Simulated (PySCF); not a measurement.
**A search over the determinants of N₂**

Unrestricted PBE0; PySCF, no relativity, basis sets N cc-pVDZ. Outer shells of the fragments: N 2s2 2p3; N 2s2 2p3.

Followed along the bond (rough minima from three points):

```csv
2Ms+1,unpaired,⟨S²⟩ at the start,R at minimum (Å),Te (eV)
1,none,0.00,1.10,0.00
3,π ↑↑,2.00,1.28,6.30
5,π ↑↑↑↑,6.01,none in the scan,≤ 9.12
```

Solutions found at the starting distance of 1.310 Å, counted from the lowest of them; the search is not exhaustive and high or unbound solutions are not listed, so other states can lie among these:

| 2Ms+1 | unpaired | term | E (eV) | ⟨S²⟩ | ⟨Lz²⟩ |
| --- | --- | --- | --- | --- | --- |
| 1 | none | ¹Σ⁺ | 0.00 | 0.00 | 0.00 |
| 3 | π ↑↑ | mixed | 4.16 | 2.00 | 2.01 |
| 3 | π ↑↑ | mixed | 5.22 | 2.01 | 2.00 |
| 3 | σ ↑, π ↑ | ³Π | 5.23 | 2.01 | 1.00 |
| 5 | π ↑↑↑↑ | ⁵Σ⁺ | 7.83 | 6.01 | 0.00 |
| 5 | σ ↑, π ↑↑↑ | ⁵Π | 8.52 | 6.01 | 1.00 |

A term symbol is given only where ⟨S²⟩ and ⟨Lz²⟩ are close to those of a pure state; real π, δ and φ orbitals otherwise mix terms, and g/u labels are left off.

**Question.** Compare the gap between the two lowest followed solutions at the starting distance with the gap between their minima.

**Answer.** At PBE0 the second solution (triplet, unpaired electrons π ↑↑) lies +4.16 eV from the first (singlet, closed shell) at 1.310 Å and +6.30 eV at the minima; the two curves relax by different amounts, since their minima lie near 1.28 and 1.10 Å.

The measured ground state is X ¹Σg+ (Huber and Herzberg, Constants of Diatomic Molecules (1979)).

Counting both spins, an empty level lies below a filled one in some of these solutions, because spin and occupation are held.
